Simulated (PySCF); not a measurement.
# One shape, several levels: O2 (oxygen)

Wanted: a comparison of 6 runs (UM06-2X/cc-pVDZ, UM06-2X/cc-pCVDZ, UM06-2X/cc-pwCVDZ, UM06-2X/cc-pVTZ, UM06-2X/cc-pCVTZ, UM06-2X/cc-pwCVTZ) of O2 (oxygen). The job is set up through a Python script.

Program for the calculation: PySCF 2.14.0.

## Step 1: The molecule

O2 has 2 atoms, charge 0, and is taken as a triplet. As SMILES, `O=O`. The coordinates come from a GFN2-xTB relaxation.

Bond lengths: O1–O2 1.210 Å.

## Step 2: Energy and one-electron properties at UM06-2X/cc-pVDZ (run 1)

File mol.xyz:

```xyz
2

O      0.516930    -0.167240     0.266250
O     -0.516930     0.167240    -0.266250
```

File input.py:

```python
# O=O
from pyscf import gto, dft

mol = gto.Mole()
mol.atom = 'mol.xyz'
mol.max_memory = 1860
mol.charge = 0
mol.basis = 'cc-pvdz'
mol.verbose = 3
mol.spin = 2
mol.build()

mf = dft.UKS(mol)
mf.xc = 'm06-2x'
mf.conv_tol = 1e-10
mf.grids.level = 4
mf.kernel()
if not mf.converged:
    mf = mf.newton().run(mf.mo_coeff, mf.mo_occ)

etot = mf.e_tot
print('E(%s) = %.9f' % ('M06-2X', etot))
mf.analyze()
quad = mf.quad_moment()
```

Run with:

```bash
OMP_NUM_THREADS=1 python input.py
```

What it wrote:

```text
WARN: HOMO -0.237727834463584 >= LUMO -0.237728860712354

converged SCF energy = -150.2767169874  <S^2> = 2.0091638  2S+1 = 3.006103
E(M06-2X) = -150.276716987
**** MO energy ****
                             alpha | beta                alpha | beta
MO #1   energy= -19.7883022940205  | -19.7641546407224  occ= 1 | 1
MO #2   energy= -19.7879941712628  | -19.7635143437378  occ= 1 | 1
MO #3   energy= -1.44125006675604  | -1.36920519001321  occ= 1 | 1
MO #4   energy= -0.956455049979257 | -0.850004974900623 occ= 1 | 1
MO #5   energy= -0.65749885581526  | -0.577426142613452 occ= 1 | 1
MO #6   energy= -0.657493893406605 | -0.524040744711113 occ= 1 | 1
[... 20 lines of this table left out ...]
MO #27  energy= 3.3339387251845    | 3.3704207713588    occ= 0 | 0
MO #28  energy= 3.81681328533577   | 3.8434672642788    occ= 0 | 0

To work with the spin densities directly, `use mulliken_meta_spin()` only printing them here.

 ** Mulliken spin pop alpha/beta on meta-lowdin orthogonal AOs **
 ** Mulliken Spin Density (per atom)  **
spin density of  0 O =      1.00000
spin density of  1 O =      1.00000
 ** Mulliken pop alpha/beta on meta-lowdin orthogonal AOs **
 ** Mulliken atomic charges   ( Nelec_alpha | Nelec_beta ) **
charge of  0O =      0.00000  (     4.50000      3.50000 )
charge of  1O =     -0.00000  (     4.50000      3.50000 )
Dipole moment(X, Y, Z, Debye):  0.00000, -0.00000,  0.00000
Traceless quadrupole moment (Debye*A):
```

Wall time 2.1 s (1 thread of Intel Xeon Platinum 8559C (Emerald Rapids), shared host); peak memory 0.2 GiB.

Atomic charges (e):

```tsv
atom	Mulliken
O1	+0.000
O2	-0.000
```

## Step 3: Energy and one-electron properties at UM06-2X/cc-pCVDZ (run 2)

File job.py:

```python
from pyscf import gto, dft

molecule = gto.Mole()
molecule.atom = '''
O      0.516930    -0.167240     0.266250
O     -0.516930     0.167240    -0.266250
'''
molecule.charge = 0
molecule.basis = 'cc-pcvdz'
molecule.verbose = 3
molecule.spin = 2
molecule.max_memory = 1860
molecule.build()

calc0 = dft.UKS(molecule, xc='m06-2x')
calc0.grids.level = 4
calc0.conv_tol = 1e-10
calc0.kernel()
if not calc0.converged:
    calc0 = calc0.newton().run(calc0.mo_coeff, calc0.mo_occ)

e_final = calc0.e_tot
print('E(%s) = %.9f' % ('M06-2X', e_final))
calc0.analyze()
quad = calc0.quad_moment()
```

Run with:

```bash
OMP_NUM_THREADS=1 python job.py
```

What it wrote:

```text
WARN: HOMO -0.236951530043261 >= LUMO -0.236952549478528

converged SCF energy = -150.277600895853  <S^2> = 2.0092319  2S+1 = 3.0061483
E(M06-2X) = -150.277600896
**** MO energy ****
                             alpha | beta                alpha | beta
MO #1   energy= -19.7851521130778  | -19.7609941714873  occ= 1 | 1
MO #2   energy= -19.7848393582782  | -19.7603491264944  occ= 1 | 1
MO #3   energy= -1.44143926400802  | -1.3693977611669   occ= 1 | 1
MO #4   energy= -0.956788952454296 | -0.850320380804497 occ= 1 | 1
MO #5   energy= -0.657877253784843 | -0.577806592404755 occ= 1 | 1
MO #6   energy= -0.657872309785472 | -0.524433353101088 occ= 1 | 1
[... 28 lines of this table left out ...]
MO #35  energy= 37.9422610194104   | 38.0074897644806   occ= 0 | 0
MO #36  energy= 38.5470441882151   | 38.5653067834208   occ= 0 | 0

To work with the spin densities directly, `use mulliken_meta_spin()` only printing them here.

 ** Mulliken spin pop alpha/beta on meta-lowdin orthogonal AOs **
 ** Mulliken Spin Density (per atom)  **
spin density of  0 O =      1.00000
spin density of  1 O =      1.00000
 ** Mulliken pop alpha/beta on meta-lowdin orthogonal AOs **
 ** Mulliken atomic charges   ( Nelec_alpha | Nelec_beta ) **
charge of  0O =      0.00000  (     4.50000      3.50000 )
charge of  1O =     -0.00000  (     4.50000      3.50000 )
Dipole moment(X, Y, Z, Debye):  0.00000, -0.00000,  0.00000
Traceless quadrupole moment (Debye*A):
```

Run time: 2.6 s. Hardware: 1 thread of Intel Xeon Platinum 8559C (Emerald Rapids), shared host; peak memory 0.22 GiB.

Atomic charges (e):

```tsv
atom	Mulliken
O1	+0.000
O2	-0.000
```

Runs 3 to 5 aren't shown in full; the table further down has their settings and results.

## Step 4: Energy and one-electron properties at UM06-2X/cc-pwCVTZ (run 6)

File calc.py:

```python
from pyscf import gto, dft

mol = gto.Mole()
mol.atom = '''
O      0.516930    -0.167240     0.266250
O     -0.516930     0.167240    -0.266250
'''
mol.charge = 0
mol.basis = 'cc-pwcvtz'
mol.verbose = 4
mol.spin = 2
mol.max_memory = 1860
mol.build()

mf = dft.UKS(mol)
mf.xc = 'm06-2x'
mf.conv_tol = 1e-10
mf.grids.level = 4
mf.kernel()
if not mf.converged:
    mf = mf.newton().run(mf.mo_coeff, mf.mo_occ)

e_final = mf.e_tot
print('E(%s) = %.9f' % ('M06-2X', e_final))
dip = mf.dip_moment()
pop, q = mf.mulliken_pop()
quad = mf.quad_moment()
```

Run with:

```bash
OMP_NUM_THREADS=1 python calc.py
```

What it wrote:

```text
PySCF version 2.14.0

[... 52 lines left out ...]
WARN: HOMO -0.240456972900237 >= LUMO -0.24045817269125
[... 34 lines left out ...]
converged SCF energy = -150.322662974933  <S^2> = 2.011861  2S+1 = 3.0078969
[... 1 line left out ...]
Dipole moment(X, Y, Z, Debye):  0.00000, -0.00000,  0.00000
[... 9 lines left out ...]
Traceless quadrupole moment (Debye*A):
```

Wall time 7.5 s (1 thread of Intel Xeon Platinum 8559C (Emerald Rapids), shared host); peak memory 0.41 GiB.

Atomic charges (e):

```tsv
atom	Mulliken
O1	+0.000
O2	-0.000
```

## Step 5: Overview of the runs

```tsv
run	level	energy (Eh)	dipole moment (D)	HOMO energy (eV)	LUMO energy (eV)	wall time
1	UM06-2X/cc-pVDZ	-150.276717	0.00	-10.59	-1.15	2.1 s
2	UM06-2X/cc-pCVDZ	-150.277601	0.00	-10.60	-1.16	2.6 s
3	UM06-2X/cc-pwCVDZ	-150.277393	0.00	-10.60	-1.16	2.9 s
4	UM06-2X/cc-pVTZ	-150.321094	0.00	-10.93	-1.48	4.5 s
5	UM06-2X/cc-pCVTZ	-150.323365	0.00	-10.95	-1.48	7.5 s
6	UM06-2X/cc-pwCVTZ	-150.322663	0.00	-10.95	-1.48	7.5 s
```

## Step 6: Summary of results

```
                                 quantity          value
                      run 6: total energy  -150.32266 Eh
                     run 6: dipole moment         0.00 D
run 6: HOMO energy (highest over α and β)      -10.95 eV
 run 6: LUMO energy (lowest over α and β)       -1.48 eV
                              run 6: ⟨S²⟩          2.012
```

What this shows: Over the runs the total energy spans 1.269 eV. All runs together took 27 s, the longest 7.5 s.
